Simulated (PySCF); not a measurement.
PySCF input (PBE0/jun-cc-pV(T+d)Z):

```python
import numpy as np, basis_set_exchange as bse
from pyscf import gto, scf, dft, df
from pyscf.prop.polarizability import rks as pol

basis = {'C': gto.basis.parse(bse.get_basis('jun-cc-pV(T+d)Z', elements=['C'], fmt='nwchem')), 'S': gto.basis.parse(bse.get_basis('jun-cc-pV(T+d)Z', elements=['S'], fmt='nwchem'))}
mol = gto.M(
    atom='''
    C    -0.00000000   -0.00000000   -1.11416072
    S     0.00000000    0.00000000    0.41781027
    ''',
    basis=basis,
    charge=0,
    verbose=4,
    max_memory=2160,
)
mf = dft.RKS(mol, xc='pbe0')
mf.grids.level = 3
mf = mf.density_fit(auxbasis=df.autoaux(mol))
mf.conv_tol = 1e-9
mf.max_cycle = 100
print('smallest overlap eigenvalue', np.linalg.eigvalsh(mol.intor('int1e_ovlp'))[0])
mf.kernel()
dip = mf.dip_moment()
p = pol.Polarizability(mf)
p.max_cycle_cphf = 60
alpha = p.polarizability()
print('polarisability/bohr^3', alpha.trace() / 3)
```

Output:

```
PySCF version 2.14.0

[INPUT] verbose = 4
[INPUT] num. atoms = 2
[INPUT] num. electrons = 22
[INPUT] charge = 0
[INPUT] spin (= nelec alpha-beta = 2S) = 0
[INPUT] symmetry False subgroup None
[INPUT] Mole.unit = angstrom
[INPUT] Symbol           X                Y                Z      unit          X                Y                Z       unit  Magmom
[INPUT]  1 C      0.000000000000   0.000000000000  -1.114160720000 AA    0.000000000000   0.000000000000  -2.105458619548 Bohr   0.0
[INPUT]  2 S      0.000000000000   0.000000000000   0.417810270000 AA    0.000000000000   0.000000000000   0.789546982331 Bohr   0.0

nuclear repulsion = 33.1605575953628
number of shells = 14
number of NR pGTOs = 124
number of NR cGTOs = 87
basis = {'C': [[0, [8236.0, 0.000531, 0.0, -0.000113, 0.0], [1235.0, 0.004108, 0.0, -0.000878, 0.0], [280.8, 0.021087, 0.0, -0.00454, 0.0], [79.27, 0.081853, 0.0, -0.018133, 0.0], [25.59, 0.234817, 0.0, -0.05576, 0.0], [8.997, 0.434401, 0.0, -0.126895, 0.0], [3.319, 0.346129, 0.0, -0.170352, 0.0], [0.9059, 0.0, 1.0, 0.0, 0.0], [0.3643, -0.008983, 0.0, 0.598684, 0.0], [0.1285, 0.0, 0.0, 0.0, 1.0]], [0, [0.04402, 1.0]], [1, [18.71, 0.014031, 0.0, 0.0], [4.133, 0.086866, 0.0, 0.0], [1.2, 0.290216, 0.0, 0.0], [0.3827, 0.0, 1.0, 0.0], [0.1209, 0.0, 0.0, 1.0]], [1, [0.03569, 1.0]], [2, [1.097, 1.0, 0.0], [0.318, 0.0, 1.0]], [2, [0.1, 1.0]], [3, [0.761, 1.0]]], 'S': [[0, [374100.0, 5.4214e-05, -1.49837e-05, 0.0, 4.35066e-06, 0.0], [56050.0, 0.000420855, -0.000116198, 0.0, 3.3714e-05, 0.0], [12760.0, 0.00220698, -0.000611583, 0.0, 0.000177674, 0.0], [3615.0, 0.00919258, -0.0025537, 0.0, 0.000741116, 0.0], [1183.0, 0.0321123, -0.00908708, 0.0, 0.00264591, 0.0], [428.8, 0.0946683, -0.0277045, 0.0, 0.00807487, 0.0], [167.8, 0.22363, -0.072002, 0.0, 0.0212276, 0.0], [69.47, 0.374393, -0.146439, 0.0, 0.0438323, 0.0], [29.84, 0.329108, -0.19515, 0.0, 0.0612716, 0.0], [12.72, 0.0847038, 0.00819193, 0.0, -0.0036151, 0.0], [5.244, 0.000440851, 0.516601, 0.0, -0.20451, 0.0], [2.219, 0.00164827, 0.542178, 0.0, -0.381871, 0.0], [0.7767, 0.0, 0.0, 1.0, 0.0, 0.0], [0.349, 0.000301306, -0.00918072, 0.0, 0.714147, 0.0], [0.1322, 0.0, 0.0, 0.0, 0.0, 1.0]], [0, [0.0497, 1.0]], [1, [574.4, 0.00242264, 0.0, -0.000620102, 0.0], [135.8, 0.0192796, 0.0, -0.00493882, 0.0], [43.19, 0.0885401, 0.0, -0.0232647, 0.0], [15.87, 0.254654, 0.0, -0.0685195, 0.0], [6.208, 0.433984, 0.0, -0.123896, 0.0], [2.483, 0.354953, 0.0, -0.0969499, 0.0], [0.8688, 0.0, 1.0, 0.0, 0.0], [0.3229, -0.00502977, 0.0, 0.569394, 0.0], [0.1098, 0.0, 0.0, 0.0, 1.0]], [1, [0.0351, 1.0]], [2, [3.756, 1.0, 0.0, 0.0], [0.812, 0.0, 1.0, 0.0], [0.273, 0.0, 0.0, 1.0]], [2, [0.101, 1.0]], [3, [0.557, 1.0]]]}
ecp = {}
ETB for S: l = 0, exps = 0.0702 * 1.8^n , n = 0..18
ETB for S: l = 1, exps = 0.0702 * 1.8^n , n = 0..16
ETB for S: l = 2, exps = 0.0702 * 1.8^n , n = 0..15
ETB for S: l = 3, exps = 0.1361 * 2.2^n , n = 0..8
ETB for S: l = 4, exps = 0.202 * 2.2^n , n = 0..5
ETB for C: l = 0, exps = 0.07138 * 1.8^n , n = 0..15
ETB for C: l = 1, exps = 0.07138 * 1.8^n , n = 0..12
ETB for C: l = 2, exps = 0.07138 * 1.8^n , n = 0..11
ETB for C: l = 3, exps = 0.13569 * 2.2^n , n = 0..6
ETB for C: l = 4, exps = 0.2 * 2.2^n , n = 0..4
smallest overlap eigenvalue 0.00019854201178014995

******** <class 'pyscf.df.df_jk.DFRKS'> ********
method = DFRKS
initial guess = minao
damping factor = 0
level_shift factor = 0
DIIS = <class 'pyscf.scf.diis.CDIIS'>
diis_start_cycle = 1
diis_space = 8
diis_damp = 0
SCF conv_tol = 1e-09
SCF conv_tol_grad = None
SCF max_cycles = 100
direct_scf = False
XC library pyscf.dft.libxc version 7.1.2
    S. Lehtola, C. Steigemann, M. J. T. Oliveira, and M. A. L. Marques,  SoftwareX 7, 1–5 (2018)
XC functionals = pbe0
    C. Adamo and V. Barone,  J. Chem. Phys. 110, 6158 (1999)
    M. Ernzerhof and G. E. Scuseria,  J. Chem. Phys. 110, 5029 (1999)
radial grids:
    Treutler-Ahlrichs [JCP 102, 346 (1995); DOI:10.1063/1.469408] (M4) radial grids

becke partition: Becke, JCP 88, 2547 (1988); DOI:10.1063/1.454033
pruning grids: <function nwchem_prune>
grids dens level: 3
symmetrized grids: False
atomic radii adjust function: <function treutler_atomic_radii_adjust>
small_rho_cutoff = 0
Set gradient conv threshold to 3.16228e-05
Initial guess from minao.
tot grids = 33000
******** <class 'pyscf.df.df.DF'> ********
auxbasis = {'S': [[0, [np.float64(2762.117846885818), 1]], [0, [np.float64(1534.5099149365656), 1]], [0, [np.float64(852.5055082980919), 1]], [0, [np.float64(473.61417127671774), 1]], [0, [np.float64(263.118984042621), 1]], [0, [np.float64(146.17721335701165), 1]], [0, [np.float64(81.20956297611758), 1]], [0, [np.float64(45.116423875620875), 1]], [0, [np.float64(25.064679930900486), 1]], [0, [np.float64(13.924822183833603), 1]], [0, [np.float64(7.736012324352002), 1]], [0, [np.float64(4.29778462464), 1]], [0, [np.float64(2.3876581248), 1]], [0, [np.float64(1.326476736), 1]], [0, [np.float64(0.73693152), 1]], [0, [np.float64(0.40940640000000006), 1]], [0, [np.float64(0.227448), 1]], [0, [np.float64(0.12636), 1]], [0, [np.float64(0.0702), 1]], [1, [np.float64(852.5055082980919), 1]], [1, [np.float64(473.61417127671774), 1]], [1, [np.float64(263.118984042621), 1]], [1, [np.float64(146.17721335701165), 1]], [1, [np.float64(81.20956297611758), 1]], [1, [np.float64(45.116423875620875), 1]], [1, [np.float64(25.064679930900486), 1]], [1, [np.float64(13.924822183833603), 1]], [1, [np.float64(7.736012324352002), 1]], [1, [np.float64(4.29778462464), 1]], [1, [np.float64(2.3876581248), 1]], [1, [np.float64(1.326476736), 1]], [1, [np.float64(0.73693152), 1]], [1, [np.float64(0.40940640000000006), 1]], [1, [np.float64(0.227448), 1]], [1, [np.float64(0.12636), 1]], [1, [np.float64(0.0702), 1]], [2, [np.float64(473.61417127671774), 1]], [2, [np.float64(263.118984042621), 1]], [2, [np.float64(146.17721335701165), 1]], [2, [np.float64(81.20956297611758), 1]], [2, [np.float64(45.116423875620875), 1]], [2, [np.float64(25.064679930900486), 1]], [2, [np.float64(13.924822183833603), 1]], [2, [np.float64(7.736012324352002), 1]], [2, [np.float64(4.29778462464), 1]], [2, [np.float64(2.3876581248), 1]], [2, [np.float64(1.326476736), 1]], [2, [np.float64(0.73693152), 1]], [2, [np.float64(0.40940640000000006), 1]], [2, [np.float64(0.227448), 1]], [2, [np.float64(0.12636), 1]], [2, [np.float64(0.0702), 1]], [3, [np.float64(74.68606388249606), 1]], [3, [np.float64(33.94821085568002), 1]], [3, [np.float64(15.431004934400008), 1]], [3, [np.float64(7.014093152000003), 1]], [3, [np.float64(3.1882241600000008), 1]], [3, [np.float64(1.4491928000000005), 1]], [3, [np.float64(0.6587240000000001), 1]], [3, [np.float64(0.29942), 1]], [3, [np.float64(0.1361), 1]], [4, [np.float64(10.410336640000004), 1]], [4, [np.float64(4.731971200000001), 1]], [4, [np.float64(2.150896000000001), 1]], [4, [np.float64(0.9776800000000002), 1]], [4, [np.float64(0.4444000000000001), 1]], [4, [np.float64(0.202), 1]]], 'C': [[0, [np.float64(481.57520720416113), 1]], [0, [np.float64(267.54178178008954), 1]], [0, [np.float64(148.63432321116085), 1]], [0, [np.float64(82.57462400620048), 1]], [0, [np.float64(45.87479111455581), 1]], [0, [np.float64(25.485995063642118), 1]], [0, [np.float64(14.158886146467843), 1]], [0, [np.float64(7.866047859148802), 1]], [0, [np.float64(4.370026588416001), 1]], [0, [np.float64(2.4277925491200003), 1]], [0, [np.float64(1.3487736384000002), 1]], [0, [np.float64(0.749318688), 1]], [0, [np.float64(0.4162881600000001), 1]], [0, [np.float64(0.2312712), 1]], [0, [np.float64(0.12848400000000001), 1]], [0, [np.float64(0.07138), 1]], [1, [np.float64(82.57462400620048), 1]], [1, [np.float64(45.87479111455581), 1]], [1, [np.float64(25.485995063642118), 1]], [1, [np.float64(14.158886146467843), 1]], [1, [np.float64(7.866047859148802), 1]], [1, [np.float64(4.370026588416001), 1]], [1, [np.float64(2.4277925491200003), 1]], [1, [np.float64(1.3487736384000002), 1]], [1, [np.float64(0.749318688), 1]], [1, [np.float64(0.4162881600000001), 1]], [1, [np.float64(0.2312712), 1]], [1, [np.float64(0.12848400000000001), 1]], [1, [np.float64(0.07138), 1]], [2, [np.float64(45.87479111455581), 1]], [2, [np.float64(25.485995063642118), 1]], [2, [np.float64(14.158886146467843), 1]], [2, [np.float64(7.866047859148802), 1]], [2, [np.float64(4.370026588416001), 1]], [2, [np.float64(2.4277925491200003), 1]], [2, [np.float64(1.3487736384000002), 1]], [2, [np.float64(0.749318688), 1]], [2, [np.float64(0.4162881600000001), 1]], [2, [np.float64(0.2312712), 1]], [2, [np.float64(0.12848400000000001), 1]], [2, [np.float64(0.07138), 1]], [3, [np.float64(15.384519173760008), 1]], [3, [np.float64(6.9929632608000025), 1]], [3, [np.float64(3.178619664000001), 1]], [3, [np.float64(1.4448271200000005), 1]], [3, [np.float64(0.6567396000000001), 1]], [3, [np.float64(0.29851800000000006), 1]], [3, [np.float64(0.13569), 1]], [4, [np.float64(4.685120000000001), 1]], [4, [np.float64(2.129600000000001), 1]], [4, [np.float64(0.9680000000000002), 1]], [4, [np.float64(0.44000000000000006), 1]], [4, [np.float64(0.2), 1]]]}
init E= -436.164392234926
  HOMO = -0.30460609297735  LUMO = -0.110443613120318  gap/eV = 5.28343
cycle= 1 E= -436.050299344655  delta_E= 0.114  |g|= 0.125  |ddm|= 1.27
  HOMO = -0.323539453561869  LUMO = -0.0871592821712212  gap/eV = 6.43223
cycle= 2 E= -436.052270669833  delta_E= -0.00197  |g|= 0.061  |ddm|= 0.126
  HOMO = -0.330648605417249  LUMO = -0.0901496884911319  gap/eV = 6.54431
cycle= 3 E= -436.052474028584  delta_E= -0.000203  |g|= 0.0419  |ddm|= 0.0484
  HOMO = -0.325863424693262  LUMO = -0.0873982673954424  gap/eV = 6.48897
cycle= 4 E= -436.052870981841  delta_E= -0.000397  |g|= 0.0188  |ddm|= 0.0338
  HOMO = -0.32712994356605  LUMO = -0.087448506496126  gap/eV = 6.52206
cycle= 5 E= -436.052970383594  delta_E= -9.94e-05  |g|= 0.00118  |ddm|= 0.0126
  HOMO = -0.327401554084062  LUMO = -0.0877114010501972  gap/eV = 6.52230
cycle= 6 E= -436.052970740216  delta_E= -3.57e-07  |g|= 0.000182  |ddm|= 0.00107
  HOMO = -0.327341391939404  LUMO = -0.0876631183141821  gap/eV = 6.52198
cycle= 7 E= -436.052970750012  delta_E= -9.8e-09  |g|= 4.61e-05  |ddm|= 0.000195
  HOMO = -0.327350142848287  LUMO = -0.0876672958121741  gap/eV = 6.52210
cycle= 8 E= -436.052970750651  delta_E= -6.4e-10  |g|= 4.54e-06  |ddm|= 4.5e-05
  HOMO = -0.327351802467328  LUMO = -0.0876684640421414  gap/eV = 6.52212
Extra cycle  E= -436.052970750633  delta_E= 1.87e-11  |g|= 9.29e-06  |ddm|= 7.8e-06
converged SCF energy = -436.052970750633
Dipole moment(X, Y, Z, Debye):  0.00000,  0.00000,  1.94446
Isotropic polarizability 28.3991583984
Polarizability anisotropy 13.8382914423
polarisability/bohr^3 28.39915839836242
```
